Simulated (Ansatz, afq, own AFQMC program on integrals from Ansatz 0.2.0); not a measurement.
# Where AFQMC and coupled cluster stand for BSiH₂⁺, singlet

```yaml
atoms:
  - { symbol: Si, position_ang: [0.0000, -0.0053, 0.5948] }
  - { symbol: B, position_ang: [0.0000, -0.0779, -1.2479] }
  - { symbol: H, position_ang: [0.0000, 1.1505, -0.7602] }
  - { symbol: H, position_ang: [0.0000, -0.1670, -2.4296] }
```

Connectivity, by distances: Si–BH, 1 bridging H.

Basis cc-pVTZ. Only valence electrons are correlated. Ansatz 0.2.0 and our own AFQMC program on the same integrals; the CISD trial comes from CCSD amplitudes, and released means the phaseless constraint is let go. ± is one standard error of the sampling.

Determinant: RHF, the one that the program's search chose, which needn't be the lowest solution. The geometry is a PBE0/def2-TZVP stationary point of this or a neighbouring charge and spin state.

No full CI on the walks' own integrals is used here; CCSDT(Q) serves as the reference and is uncertain by about the last step of the cluster series.

Cautions: restricted determinant unstable towards unrestricted (UHF 230 meV lower, ⟨S²⟩ 0.67).

- T1 diagnostic: 0.0124
- weight of the determinant in the CISD state: 0.876
- size of the correlated space: 8 electrons in 86 orbitals

Reference: CCSDT(Q), correlation energy -5.677 eV. The released energy is read at 2.40 1/Eh (meV from the phaseless value at times in 1/Eh: -5 ± 4 at 0.24, -8 ± 4 at 0.51, -15 ± 4 at 0.99, -20 ± 4 at 1.62, -18 ± 4 at 2.40).

```tsv
level	E − E(reference) (mEh)	share of correlation (%)
HF	208.63	0.00
MP2	43.70	79.05
CCSD	8.54	95.90
CCSD(T)	1.56	99.25
CCSDT	0.38	99.82
ph-AFQMC/CISD	0.52 ± 0.17	99.75
released AFQMC	-0.15 ± 0.16	100.07
```

A walk keeps the symmetry of its determinant, which the program's search chose and which needn't be the lowest solution, so a lower state of the same spin and another symmetry isn't excluded. Released energies are given only where the last usable release times agree within the noise; a slower fall can still hide under it.
